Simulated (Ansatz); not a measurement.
Basis sets over 5 cases of the adiabatic ionisation energy at PBE with Ansatz (Al to Cl present), each against its own reference: (a) the value in aug-cc-pV5Z; (b) the value in pcseg-4. By their distance from other large sets or by the extrapolation step the references are unsure by up to roughly 0.005 eV. B3LYP-D3(BJ)/def2-TZVP geometries; electronic energies; unrestricted open shells; no added dispersion term; no relativity. Cartesian d functions in some cases of 6-31G*, 6-31+G*, 6-311G**, 6-311+G**. (X+d) sets on Al to Cl for cc-pVXZ and aug-cc-pVXZ. 

Cases are drawn at random; left out are references unsure by over 0.033 eV, doubtful singlets, and cases whose largest runs show a restricted determinant unstable towards unrestricted orbitals, <S^2> over 0.1 too high or, where CCSD(T) ran, T1 over 0.025 (0.045 for open shells). Sets are drawn from those converged to one state in every case.

Cases (SMILES) and reference values:
- Cl[O] (O-Cl) → ClO+ (triplet, bonded as [O]Cl) + e-: 10.647 eV (a)
- Cl (HCl) → HCl+ (doublet, bonded as Cl) + e-: 12.679 eV (a)
- ClF (F-Cl) → ClF+ (doublet, bonded as FCl) + e-: 12.333 eV (a)
- [SiH3] (SiH3) → SiH3+ (singlet, bonded as [SiH3]) + e-: 8.205 eV (b)
- ClO (OH-Cl) → HClO+ (doublet, bonded as OCl) + e-: 10.754 eV (b)

```
basis            functions over def2-SVP (largest species, mean of cases)  mean signed deviation (eV)  mean absolute  largest  within 0.1 eV
---------------  --------------------------------------------------------  --------------------------  -------------  -------  -------------
6-31G                                                                 0.7                       0.350          0.350    0.657         2 of 5
3-21G                                                                 0.7                       0.153          0.153    0.322         2 of 5
6-31G*                                                                1.0                      -0.074          0.074    0.128         3 of 5
pcseg-1                                                               1.0                       0.096          0.096    0.191         2 of 5
def2-SVP                                                              1.0                      -0.060          0.060    0.173         3 of 5
6-31+G*                                                               1.2                       0.083          0.083    0.184         3 of 5
cc-pVDZ                                                               1.2                      -0.083          0.083    0.139         3 of 5
6-311G**                                                              1.4                       0.037          0.041    0.109         4 of 5
def2-SVPD                                                             1.5                       0.167          0.170    0.284         2 of 5
aug-pcseg-1                                                           1.6                       0.134          0.134    0.249         2 of 5
6-311+G**                                                             1.6                       0.111          0.113    0.252         2 of 5
aug-cc-pVDZ                                                           1.7                       0.067          0.067    0.133         4 of 5
6-311++G(2d,2p)                                                       1.9                       0.070          0.072    0.145         4 of 5
def2-TZVP                                                             2.0                      -0.025          0.025    0.039         5 of 5
pcseg-2                                                               2.1                       0.020          0.021    0.042         5 of 5
def2-TZVPPD                                                           2.9                       0.011          0.011    0.020         5 of 5
aug-cc-pVTZ                                                           3.4                       0.012          0.012    0.021         5 of 5
cc-pVQZ                                                               4.0                      -0.020          0.020    0.034         5 of 5
def2-QZVP                                                             4.3                      -0.007          0.008    0.014         5 of 5
def2-QZVPPD                                                           4.8                       0.002          0.002    0.003         5 of 5
```

Among the sets for which every case ran a larger relative (same family, alike in diffuse functions, listed or not), the smallest listed that holds all cases within 0.1 eV together with them is def2-TZVP, at 2.0 times the functions of def2-SVP. Inside, though some case ran no larger relative to test it: def2-QZVP, def2-QZVPPD. Largest deviations of relatives not listed, over the cases that ran them: def2-TZVPP 0.033, def2-QZVPP 0.014, pcseg-3 0.007, aug-cc-pVQZ 0.007, aug-cc-pV5Z 0.000, cc-pV5Z 0.010, pcseg-4 0.002 eV. A case lies within its reference's uncertainty of the window's edge in 6-31G*, def2-SVP, 6-31+G*, 6-311++G(2d,2p). These figures hold for the cases listed.

Ansatz is an electronic-structure program.
